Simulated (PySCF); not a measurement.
**Quadrupolar nuclei of `C/C=C/C(C)=O` in NMR**

Compound: C₅H₈O.
Z-matrix (Å and degrees, PBE0-D3(BJ)/def2-SVP geometry), rows numbered from 1:
```
C 
C   1  1.4880
C   2  1.3410  1  125.20
C   3  1.4811  2  125.57  1   179.90
C   4  1.5119  3  119.13  2     0.43
O   4  1.2133  3  119.76  2  -179.71
H   1  1.1029  2  110.80  3   122.37
H   1  1.0990  2  111.92  3     1.10
H   1  1.1031  2  110.73  3  -120.03
H   2  1.0971  1  116.03  3   179.90
H   3  1.0955  2  120.77  1    -0.15
H   5  1.1011  4  110.76  3    61.87
H   5  1.0966  4  108.55  3  -178.12
H   5  1.1007  4  111.28  3   -57.57
```

Computed at PBE0/pcSseg-1 (PySCF, non-relativistic):

| atom | environment | nucleus | spin I | Q (b) | CQ = χzz (MHz) | η |
| --- | --- | --- | --- | --- | --- | --- |
| O6 | ketone oxygen | 17O | 5/2 | -0.0256 | 12.439 | 0.460 |

Q: Work back to Vxx, Vyy and Vzz; CQ/MHz = 234.96 (Q/b)(Vzz/au).

A: Vxx = −Vzz(1 − η)/2 and Vyy = −Vzz(1 + η)/2, in au:

```tsv
atom	Vxx (au)	Vyy (au)	Vzz (au)	Vzz (10²¹ V/m²)
O6	0.559	1.509	-2.068	-20.09
```

Q: At 11.75 T, set νQ = 3|CQ|/[2I(2I − 1)] beside the Larmor frequency (|g| × 7.62259 MHz/T × B; g(17O) = −0.75752), and give PQ = |CQ|√(1 + η²/3).

A: 
```tsv
atom	PQ (MHz)	νQ (MHz)	ν0 (MHz)	νQ/ν0
O6	12.87	1.866	67.85	0.028
```

For O6: PQ = 12.44 × 1.0346, νQ = 12.44 × 0.1500, ν0 = 5.7742 MHz/T × 11.75 T.

Q: Second-order quadrupolar shift of the central transition's centre of gravity (half-integer spins, νQ < ν0/10) at 11.75 and 14.1 T.

A: From −(3/40)(PQ/ν0)²[I(I + 1) − 3/4]/[I(2I − 1)]², which goes as 1/B² (ppm):

```
     site  11.75 T  14.1 T
17O at O6     -216    -150
```

Q: Take a correlation time of 8 ps, isotropic tumbling and extreme narrowing. What quadrupolar relaxation rates and linewidths follow?

A: Rate = (3π²/10) PQ² τc (2I + 3)/[I²(2I − 1)], the same for T1 and T2; width = rate/π.

```csv
site,spin factor (2I + 3)/[I²(2I − 1)],1/T1 (s⁻¹),T1 (ms),linewidth (Hz)
17O at O6,0.320,1260,0.797,400
```

Solvent, lattice and vibrations would change these gradients. Geometry: PBE0-D3(BJ)/def2-SVP, one conformer, isolated molecule. A larger basis could move these couplings by a tenth or more.

The run behind these numbers computed NMR shieldings as well. Time: 11 s; peak memory 0.71 GiB. Hardware: Arm Neoverse V2, one thread, no GPU, shared host with 96 logical CPUs at a one-minute load of 40.
